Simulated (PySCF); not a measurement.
Q: Give a PBE0-D3(BJ)/def2-SVP geometry of InChI=1S/C5H5F/c1-4(6)5-2-3-5/h2-3H,1H3.

A: 
Z-matrix in Å and degrees, rows numbered from 1:
```
C 
C   1  1.4848
F   2  1.3565  1  113.44
C   2  1.3259  1  127.36  3  -180.00
C   4  1.4448  2  152.75  1  -179.90
C   5  1.3166  4   62.86  2  -179.99
H   1  1.0984  2  110.65  3   179.86
H   1  1.1034  2  111.18  3   -59.73
H   1  1.1034  2  111.18  3    59.44
H   5  1.0869  4  148.08  6  -179.90
H   6  1.0875  4  148.27  5  -179.96
```

The 3-membered ring C4–C5–C6 has internal angles of 54.2° to 62.9°. The 6 heavy atoms lie in one plane (0.001 Å rms). The C–C distances run from 1.317 Å (C5=C6, drawn double) to 1.485 Å (C1–C2, drawn single), a spread of 0.168 Å.

The calculation used PBE0-D3(BJ)/def2-SVP geometry optimisation, gas phase (PySCF).

Point group: Cs (every atom within 0.08 Å of its image). No PBE0-D3(BJ)/def2-SVP frequencies stand behind this structure, so it isn't proved a minimum.
